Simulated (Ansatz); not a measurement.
## Ansatz (development build ahead of 0.2.0) run

```yaml
crystal:
  periodic: [false, false, false]
  atoms:
    - { symbol: C, position_ang: [-0.00911, 0.03515, -0.69717] }
    - { symbol: "N", position_ang: [0.00849, 0.0677, 0.74651] }
    - { symbol: H, position_ang: [0.00783, -0.97948, -1.154] }
    - { symbol: H, position_ang: [-0.8892, 0.57027, -1.07797] }
    - { symbol: H, position_ang: [0.87394, 0.5692, -1.08831] }
    - { symbol: H, position_ang: [-0.81601, -0.42722, 1.1234] }
    - { symbol: H, position_ang: [0.81296, -0.41937, 1.13056] }
basis:
  gaussian: { orbitals: STO-3G }
hamiltonian:
  xc: hf
correlation:
  method: mp2
  frozen_orbitals: { C: 1, H: 0, "N": 1 }
```

The input is written out in the form of the current development build from the run's settings.

Results

| Item | Value |
| --- | --- |
| Converged | yes |
| Reference energy | -94.03011 hartree |
| Correlation energy | -0.09869 hartree |
| Total energy | -94.12880 hartree |
| Spin squared of the determinant | 0.000 |
